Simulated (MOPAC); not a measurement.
MOPAC input (AM1):

```
AM1 PRECISE GNORM=0.05 LET XYZ CHARGE=-1 GEO-OK AUX(PRECISION=9) THREADS=1
HO

O    -0.00000000 1   -0.00000000 1   -0.10780207 1
H     0.00000000 1    0.00000000 1    0.86241659 1
```

Problem. What heat of formation does the run end on?

Solution. -14.12 kcal/mol.
